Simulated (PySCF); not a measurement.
Gas-phase reaction: Al₂H₆ + 2 N + 6 H → 2 AlH₃.NH₃

Method: PySCF energies plus ideal-gas RRHO corrections (1 bar). † marks an energy on the PBE0/def2-TZVP geometry and frequencies; other levels use their own. CCSD(T) freezes the core. Open shells (unrestricted): N (multiplicity 4), H (multiplicity 2); the rest are closed-shell singlets. Adducts (AlH₃.NH₃) have no counterpoise correction, and HF, PBE, BLYP, B3LYP and PBE0 lack dispersion. Al₂H₆, AlH₃.NH₃: computed as isolated molecules; such fragments, hydroxides, amides, oligomers or adducts are transient or little studied in the gas. CCSD(T) isn't extrapolated to the basis-set limit.

CCSD(T)/def2-SVP† gives ΔH°(298 K) = -2258 kJ.

Task: What do PBE0/def2-QZVP†, LDA/def2-TZVP†, PBE0/def2-TZVP give?

Result: PBE0/def2-QZVP†: -2395 kJ; LDA/def2-TZVP†: -2750 kJ; PBE0/def2-TZVP: -2382 kJ. For scale, ΔH°(298 K) is -2258 kJ at this level, -2428 kJ at ωB97M-V/def2-TZVP†, and runs from -2750 to -1558 kJ over the 19 levels computed.
